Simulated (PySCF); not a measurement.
Molecule: `Clc1cn[n-]c1`, [C3H2ClN2]-.

Bonds (- single, = double, # triple, : aromatic): Cl1-C2 1.747 Å, C2:C3 1.400 Å, C3:N4 1.343 Å, N4:N5 1.343 Å, N5:C6 1.343 Å, C6:C2 1.400 Å. C3 carries H7; C6 carries H8. Formal charges: N5 -1.

Total charge -1.

Geometry PBE0-D3(BJ)/def2-SVP throughout; GIAO in PySCF 2.14, gas phase, one conformer, non-relativistic; equivalent atoms averaged; functional PBE0.

**Question.** How do the absolute shieldings σ depend on the basis set? (ppm; last column core-seconds on shared hosts with different chips, so compare them loosely)

**Answer.** 
| basis set | functions | Cl1 | C3/C6 | C2 | N4/N5 | H7/H8 | core-s |
| --- | --- | --- | --- | --- | --- | --- | --- |
| STO-3G | 36 | 1038.5 | 126.4 | 135.9 | 40.3 | 27.13 | 2.4 |
| 6-31G | 62 | 952.0 | 73.3 | 89.5 | -71.1 | 25.98 | 4.7 |
| pcSseg-0 | 62 | 941.7 | 50.8 | 72.0 | -121.4 | 26.14 | 3.8 |
| 6-31G* | 92 | 927.8 | 70.6 | 95.1 | -57.1 | 25.55 | 7.1 |
| def2-SVP | 98 | 935.3 | 67.2 | 88.0 | -74.0 | 24.87 | 6.2 |
| cc-pVDZ | 98 | 930.2 | 68.8 | 91.3 | -69.8 | 24.63 | 6.8 |
| pcSseg-1 | 119 | 899.4 | 50.2 | 75.9 | -106.6 | 24.39 | 8.2 |
| aug-cc-pVDZ | 160 | 912.2 | 66.1 | 89.7 | -74.2 | 24.18 | 13 |
| 6-311+G(2d,p) | 182 | 881.1 | 52.1 | 79.7 | -98.8 | 24.31 | 17 |
| def2-TZVP | 204 | 871.7 | 52.8 | 78.5 | -101.9 | 24.35 | 20 |
| cc-pVTZ | 212 | 903.2 | 54.4 | 80.2 | -99.5 | 24.27 | 19 |
| IGLO-III | 239 | 871.8 | 45.8 | 71.6 | -110.2 | 24.24 | 20 |
| pcSseg-2 | 251 | 879.0 | 44.7 | 72.7 | -113.5 | 24.08 | 36 |

**Question.** Which nucleus moves most, in ppm?

**Answer.** Cl1 (chlorine bonded to C): from 871.7 ppm with def2-TZVP to 1038.5 ppm with STO-3G. The smallest spread is 3.05 ppm, at H7/H8. Proton shifts span only some 12 ppm, so a few tenths of a ppm matter as much there as several ppm in carbon.

**Question.** Taking the largest basis, pcSseg-2 (251 functions), as the yardstick, rank the others by their worst heavy-atom deviation.

**Answer.** IGLO-III 7.2 ppm (239 functions), def2-TZVP 11.6 ppm (204 functions), 6-311+G(2d,p) 14.7 ppm (182 functions), pcSseg-1 20.4 ppm (119 functions), cc-pVTZ 24.2 ppm (212 functions), aug-cc-pVDZ 39.3 ppm (160 functions), cc-pVDZ 51.2 ppm (98 functions), def2-SVP 56.3 ppm (98 functions), 6-31G* 56.4 ppm (92 functions), pcSseg-0 62.7 ppm (62 functions), 6-31G 73.0 ppm (62 functions), STO-3G 159.5 ppm (36 functions).

A small basis that lands close on one nucleus may do so by chance; judge by the trend and by all nuclei.
